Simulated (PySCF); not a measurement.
# One shape, several levels: CHFO (formyl fluoride)

Aim: a comparison of 6 runs (HF/STO-3G, B3LYP/def2-TZVPP, M06-2X/def2-TZVPP, PBE0/def2-TZVPP, SCS-MP2/def2-TZVPP, CCSD(T)/def2-TZVPP) of CHFO (formyl fluoride). Input form: a Python script.

The calculation is run with PySCF 2.14.0.

1 further run of the same task is left out (set aside as unsound or not needed).

## Step 1: The system as given

The species is CHFO (4 atoms), meant as a singlet with charge 0. SMILES: `O=CF`. The shape is that of a PBE0-D4/def2-TZVP optimisation.

Bond lengths: O1–C2 1.174 Å, C2–F3 1.336 Å, C2–H4 1.097 Å. Angles: O1–C2–F3 122.9°, O1–C2–H4 127.8°, F3–C2–H4 109.3°.

## Step 2: A single-point energy at HF/STO-3G (run 1)

The input, job.py:

```python
from pyscf import gto

mol = gto.M(
    atom='''
O     -0.889340     0.201180     0.827740
C     -0.046400     0.067520     0.021620
F      0.585200    -1.091810    -0.181820
H      0.350540     0.823120    -0.667550
''',
    spin=0,
    verbose=3,
    basis='sto-3g',
    charge=0,
    max_memory=1860,
)

calc0 = mol.RHF()
calc0.conv_tol = 1e-10
calc0.kernel()
if not calc0.converged:
    calc0 = calc0.newton().run(calc0.mo_coeff, calc0.mo_occ)

etot = calc0.e_tot
print('E = %.10f Eh' % etot)
```

On the command line:

```bash
OMP_NUM_THREADS=1 python job.py
```

Standard output:

```text
converged SCF energy = -209.827143403234
E = -209.8271434032 Eh
```

Run time: 0.95 s. Hardware: 1 thread of Arm Neoverse V1, shared host; peak memory 0.12 GiB.

## Step 3: The energy at B3LYP/def2-TZVPP (run 2)

The input, run.py:

```python
from pyscf import gto, dft

molecule = gto.M(
    atom=[
    ('O', (-0.889340, 0.201180, 0.827740)),
    ('C', (-0.046400, 0.067520, 0.021620)),
    ('F', (0.585200, -1.091810, -0.181820)),
    ('H', (0.350540, 0.823120, -0.667550)),
],
    max_memory=1860,
    charge=0,
    basis='def2-tzvpp',
    verbose=3,
    spin=0,
)

mf = dft.RKS(molecule, xc='b3lyp')
mf.grids.level = 5
mf.conv_tol = 1e-10
mf.kernel()
if not mf.converged:
    mf = mf.newton().run(mf.mo_coeff, mf.mo_occ)

etot = mf.e_tot
print(f'total energy: {etot:.8f} hartree')
```

On the command line:

```bash
OMP_NUM_THREADS=1 python run.py
```

Standard output:

```text
converged SCF energy = -213.866822034818
total energy: -213.86682203 hartree
```

Wall time 13 s (1 thread of Arm Neoverse V1, shared host); peak memory 0.54 GiB.

Runs 3 to 5 aren't shown in full; the table further down has their settings and results.

## Step 4: A single-point energy at CCSD(T)/def2-TZVPP (run 6)

The input, run.py:

```python
# formyl fluoride
from pyscf import gto, cc

mol = gto.Mole()
mol.atom = 'O -0.889340 0.201180 0.827740; C -0.046400 0.067520 0.021620; F 0.585200 -1.091810 -0.181820; H 0.350540 0.823120 -0.667550'
mol.verbose = 4
mol.basis = 'def2-tzvpp'
mol.max_memory = 1860
mol.build()

mf = mol.RHF()
mf.conv_tol = 1e-10
mf.kernel()
if not mf.converged:
    mf = mf.newton().run(mf.mo_coeff, mf.mo_occ)

mycc = cc.CCSD(mf, frozen=3)
mycc.kernel()
e_t = mycc.ccsd_t()
energy = mycc.e_tot + e_t
print(f'total energy: {energy:.8f} hartree')
```

On the command line:

```bash
OMP_NUM_THREADS=1 python run.py
```

Standard output:

```text
PySCF version 2.14.0

[INPUT] num. atoms = 4
[INPUT] num. electrons = 24
[INPUT] charge = 0
[INPUT] spin (= nelec alpha-beta = 2S) = 0
[INPUT] symmetry False subgroup None
[INPUT] Mole.unit = angstrom
[INPUT] Symbol           X                Y                Z      unit          X                Y                Z       unit  Magmom
[INPUT]  1 O     -0.889340000000   0.201180000000   0.827740000000 AA   -1.680609031621   0.380175101740   1.564201902347 Bohr   0.0
[INPUT]  2 C     -0.046400000000   0.067520000000   0.021620000000 AA   -0.087683292180   0.127594307931   0.040855878813 Bohr   0.0
[INPUT]  3 F      0.585200000000  -1.091810000000  -0.181820000000 AA    1.105867728095  -2.063221880061  -0.343590003968 Bohr   0.0
[INPUT]  4 H      0.350540000000   0.823120000000  -0.667550000000 AA    0.662424595705   1.555471367652  -1.261486674453 Bohr   0.0

nuclear repulsion = 67.6655038131771
number of shells = 39
number of NR pGTOs = 154
number of NR cGTOs = 107
basis = def2-tzvpp
ecp = {}

[... 41 lines left out ...]
converged SCF energy = -212.84395904701
[... 12 lines left out ...]
Init t2, MP2 energy = -213.478042030109  E_corr(MP2) -0.634082983098763
[... 13 lines left out ...]
CCSD converged
[... 2 lines left out ...]
total energy: -213.50542748 hartree
```

It took 58 s on 1 thread of Arm Neoverse V1, shared host; peak memory 0.81 GiB.

## Step 5: Overview of the runs

| run | level | integration grid | frozen core orbitals | energy (Eh) | dipole moment (D) of the reference | HOMO energy (eV) | LUMO energy (eV) | wall time |
| --- | --- | --- | --- | --- | --- | --- | --- | --- |
| 1 | HF/STO-3G | – | – | -209.827143 | 1.45 | -10.52 | 7.90 | 0.95 s |
| 2 | B3LYP/def2-TZVPP | 5 | – | -213.866822 | 2.09 | -9.28 | -1.23 | 13 s |
| 3 | M06-2X/def2-TZVPP | 5 | – | -213.783519 | 2.15 | -11.28 | 0.26 | 29 s |
| 4 | PBE0/def2-TZVPP | 5 | – | -213.643866 | 2.09 | -9.52 | -0.89 | 13 s |
| 5 | SCS-MP2/def2-TZVPP | – | 3 | -213.462516 | 2.45 | -13.96 | 3.49 | 3.3 s |
| 6 | CCSD(T)/def2-TZVPP | – | 3 | -213.505427 | 2.45 | -13.96 | 3.49 | 58 s |

## Step 6: Results

```
                                          quantity          value
                               run 6: total energy  -213.50543 Eh
       run 6: dipole moment (Hartree–Fock density)         2.45 D
        run 6: HOMO energy (Hartree–Fock orbitals)      -13.96 eV
        run 6: LUMO energy (Hartree–Fock orbitals)        3.49 eV
      run 6: HOMO–LUMO gap (Hartree–Fock orbitals)       17.46 eV
run 6: correlation energy (3 core orbitals frozen)     -661.5 mEh
                             run 6: (T) correction     -24.22 mEh
                              run 6: T1 diagnostic          0.016
```

**Reading.** Over runs 1, 2, 3, 4 the dipole moment (its size) runs from 1.45 D (HF/STO-3G) to 2.15 D (M06-2X/def2-TZVPP). The two ends differ in method and basis. Over runs 1, 2, 3, 4 the HOMO–LUMO gap runs from 8.05 eV (B3LYP/def2-TZVPP) to 18.42 eV (HF/STO-3G). Totals of different functionals can't be ranked against each other. In run 1 the basis is minimal, so the values are rough. All runs together took 1.9 min, the longest 58 s.
